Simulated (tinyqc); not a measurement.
Inside a calculation. Method: geometry optimisation on the UHF/sto-6g surface (energies and gradients from PySCF), for LiH+, spin multiplicity 2. One step of it, computed by the program tinyqc.

Task: Step 1: move. Quasi-Newton step p = -H^(-1) g (first H = 1 times the unit matrix); steps longer than 0.5 bohr are cut back.

positions at the start (bohr):
```
            x         y         z
1Li  0.000000  0.000000  0.000000
2H   0.000000  0.000000  3.240880
```

gradient (hartree/bohr):
```
              x           y            z
1Li  0.00000000  0.00000000   0.01583842
2H   0.00000000  0.00000000  -0.01583842
```

Give: positions after step 1.

Result:

positions after step 1 (bohr):
```
          x       y        z
1Li  0.0000  0.0000  -0.0158
2H   0.0000  0.0000   3.2567
```
